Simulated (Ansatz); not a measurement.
**Rock-salt TiC**

These are PBE0 (plane waves, PAW; Ansatz, a program for electronic structure) values and carry that method's errors.

Run with plane-wave cutoff 460 eV, 12×12×12 k mesh, Fermi–Dirac smearing 0.05 eV, no spin polarisation, scalar-relativistic PAW data made under PBE.

Cell: relaxed at this level.

```
Item                                               Value
------------------------------------------  ------------
equilibrium volume per atom                 9.96 Å³/atom
bulk modulus B0                                  278 GPa
lattice parameter a                              4.304 Å
pressure derivative B′ of the bulk modulus           3.9
```

Measured, for comparison: equilibrium volume per atom 10.15 Å³/atom, lattice constant a 4.33 Å (temperature not stated, not corrected to a static lattice; as tabulated in Zhang et al. (2018), doi:10.1088/1367-2630/aac7f0); bulk modulus 240 GPa (temperature not stated, not corrected to a static lattice, our sources range from 235 to 268; as tabulated in Krasnenko and Brik (2013), arXiv:1306.3139). Computed (rounded) less measured: equilibrium volume per atom -1.9 %, bulk modulus not scored (sources differ), lattice constant a -0.6 %. A static lattice is as a rule a little smaller and stiffer than an uncorrected measurement, which narrows the difference in the equilibrium volume per atom, lattice constant a and would widen misses of the other sign.

Static lattice: no zero-point or thermal effects.
